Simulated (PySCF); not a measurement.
EPR parameters of isophthalonitrile radical anion

Species: isophthalonitrile radical anion, C8H4N2 (charge -1 and doublet state).
Bonds: N1–C2 (triple), C2–C3, C3–C4 (aromatic), C4–C5 (aromatic), C5–C6 (aromatic), C6–C7 (aromatic), C7–C8, C8–N9 (triple), C7–C10 (aromatic), C3–C10 (aromatic). Hydrogens: H11 on C4; H12 on C5; H13 on C6; H14 on C10.

As a line formula: isophthalonitrile radical anion (`N#Cc1cccc(C#N)c1`) [SMILES of the parent framework; charge -1 and doublet state].

Computed, not measured: UKS B3LYP, IGLO-III on C N, pcH-1 on H, non-relativistic, mean-field spin-orbit, GIAO (PySCF 2.14.0). Isolated species at its PBE0-D3(BJ)/def2-SVP geometry, gas phase. Whether the extra electron is bound in the gas phase wasn't checked; a finite basis holds it in any case. No stability test was run, so a lower SCF solution isn't excluded. No frequencies were computed at this geometry's level, so the symmetric structure isn't shown to be a minimum.

```
g1, g2, g3                      : 2.00214, 2.00271, 2.00285
g_iso                           : 2.00257
Form of g                       : rhombic: the two nearest values differ by 20 % of g3 − g1
⟨S²⟩                            : 0.7623 (exact 0.7500)
α and β electrons               : 34, 33
HOMO–LUMO gap, α and β orbitals : 1.95, 5.10 eV
```

Hyperfine couplings atom by atom, in 10⁻⁴ cm⁻¹; T1 to T3 are the principal values of the dipolar part; ρ(0) is the spin density at the nucleus (1 × 10⁻⁴ cm⁻¹ = 2.998 MHz):

```tsv
atom	isotope	a_iso	T1	T2	T3	Mulliken spin population	ρ(0) (bohr⁻³)
N1	14N	1.0	-1.6	-1.4	3.0	0.11	0.0088
C2	13C	-3.9	-1.2	0.6	0.6	-0.02	-0.0104
C3	13C	0.5	-4.4	-3.8	8.2	0.13	0.0013
C4	13C	9.4	-10.2	-9.9	20.2	0.41	0.0251
C5	13C	-9.4	-5.0	1.9	3.1	-0.14	-0.0252
C6	13C	9.4	-10.2	-9.9	20.1	0.41	0.0251
C7	13C	0.5	-4.4	-3.8	8.2	0.13	0.0014
C8	13C	-3.9	-1.2	0.6	0.6	-0.02	-0.0104
N9	14N	1.0	-1.6	-1.4	3.0	0.11	0.0088
C10	13C	-4.5	-2.6	1.1	1.6	-0.07	-0.0120
H11	1H	-9.0	-5.1	0.2	4.9	-0.03	-0.0061
H12	1H	2.0	-1.1	-0.1	1.2	0.01	0.0013
H13	1H	-9.0	-5.1	0.2	4.9	-0.03	-0.0061
H14	1H	0.7	-0.8	0.1	0.8	0.00	0.0005
```

The largest Mulliken spin populations are on C4 (+0.41), C6 (+0.41), C5 (-0.14) and C7 (+0.13). The positive populations add up to 1.32 and the negative ones to -0.32, together 2S = 1.

Axes: g1 is normal to the molecular plane and g2 points within 1° of the C6–C7 bond.

Under fast tumbling the dipolar parts average out, and these isotropic splittings remain: 2 × 1H (H11/H13, I = 1/2, 3 lines) with 0.97 mT, 1 × 1H (H12, I = 1/2, 2 lines) with 0.21 mT, 2 × 14N (N1/N9, I = 1, 5 lines) with 0.10 mT and 1 × 1H (H14, I = 1/2, 2 lines) with 0.07 mT.

The 13C coupling of C5 (-28.3 MHz) shows only in satellite lines or after enrichment, since that isotope makes up about 1.07 % of natural carbon.

β density exceeds α density at some nuclei, such as C5 (-0.0252), C10 (-0.0120) and C2/C8 (-0.0104), spin density in bohr⁻³. In a single determinant that takes different orbitals for the two spins, that is spin polarisation.

Time: 2.9 min wall. Hardware: an Arm Neoverse V1 with one thread (shared host).
